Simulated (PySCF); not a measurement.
Calculated properties of `[O+]#CCC1CC1`

Species: C5H7O (charge +1).
SMILES with atom numbers: `[O+:1]#[C:2][CH2:3][CH:4]1[CH2:5][CH2:6]1` (hydrogens: H7, H8 on C3; H9 on C4; H10, H11 on C5; H12, H13 on C6)

Geometry (GFN2-xTB, Å), atoms numbered from 1 in this order:
```xyz
13
C5H7O angstrom
O      2.6008    0.9585    0.9373
C      1.9461    0.0932    0.6616
C      1.0253   -0.8438    0.2375
C      0.0292    0.0316   -0.5711
C     -1.4368   -0.2757   -0.4163
C     -0.8814    0.9885    0.1474
H      0.5253   -1.3295    1.0859
H      1.4722   -1.6319   -0.3810
H      0.3986    0.3062   -1.5490
H     -1.7343   -1.0616    0.2603
H     -2.0367   -0.2322   -1.3125
H     -1.1146    1.9227   -0.3383
H     -0.7982    1.0747    1.2204
```

Some functional groups and rings: cyclopropane ring.

**GFN2-xTB geometry**

```yaml
Point_group_of_the_GFN2-xTB_geometry: C1
Rotational_constants_A_B_C_of_the_GFN2-xTB_geometry: 9.146, 2.329, 2.022 GHz
```

**CAM-B3LYP/def2-SVPD ground state and vertical TDDFT (core frozen in the response) (PySCF)**

```yaml
HOMO_energy: -15.07 eV
LUMO_energy: -6.47 eV
HOMO–LUMO_gap: 8.60 eV
Lowest_singlet_excitation: 5.43 eV (228 nm, f = 0.002)
Strongest_line_among_the_8_lowest_singlet_transitions: S8 at 7.76 eV (160 nm, f = 0.107)
Lowest_triplet_excitation_Tamm–Dancoff: 5.13 eV
Static_isotropic_polarisability: 53.7 au
Electronic_spatial_extent_⟨r²⟩_about_the_centre_of_nuclear_charge: 590 bohr²
```

From PBE0/pcSseg-1 ground state and GIAO shieldings, non-relativistic (PySCF):

```yaml
Lowest_Hirshfeld_atomic_charge: -0.06 e on C6
Highest_Hirshfeld_atomic_charge: +0.42 e on C2
13C_chemical_shifts_computed_TMS_as_zero_by_class: 165.7 (C2), 18.1 (C3), 17.9 (C4), 15.9 (C5/C6) ppm
1H_chemical_shifts_computed_TMS_as_zero_by_class: 3.94 (H7/H8), 2.02 (H11/H12), 1.94 (H9), 1.29 (H10/H13) ppm
Isotropic_shieldings_of_nuclei_other_than_C_and_H_by_class: -30 (O1) ppm
Mayer_bond_orders_between_heavy_atoms: O1–C2 2.45, C2–C3 1.13, C3–C4 0.89, C4–C5 0.92, C5–C6 0.97, C6–C4 0.92
```

Monoisotopic mass of the ion (most abundant isotopes, electron mass counted): 83.0491 u.

S1 lies 3.17 eV below the HOMO–LUMO gap; its leading configuration is HOMO−1→LUMO, weight 0.79. With B = h/(8π²I), that is 505.379 GHz u Å² over I, the principal moments of inertia are 55.3, 217.0 and 249.9 u Å² (most abundant isotopes); the inertial defect Ic − Ia − Ib is -22.4 u Å² (zero for a rigid planar frame, negative otherwise). No computed singlet falls in the visible range (750 to 380 nm, 1.65 to 3.26 eV); S1 lies 2.17 eV above its blue end. The largest Löwdin shares of the LUMO are 0.42 on C2, 0.33 on O1, 0.13 on C3 and 0.06 on H7. In wavenumbers S1 is 43800 cm⁻¹ (1 eV = 8065.54 cm⁻¹). The largest Löwdin shares of the HOMO are 0.38 on C5, 0.24 on C6 and 0.19 on C4.

Isolated species at its GFN2-xTB geometry (one conformer only). NMR classes are plain means over equivalent atoms (diastereotopic ones count apart unless rotation or inversion swaps them), as if these changed places fast; in this geometry the members of some classes differ.
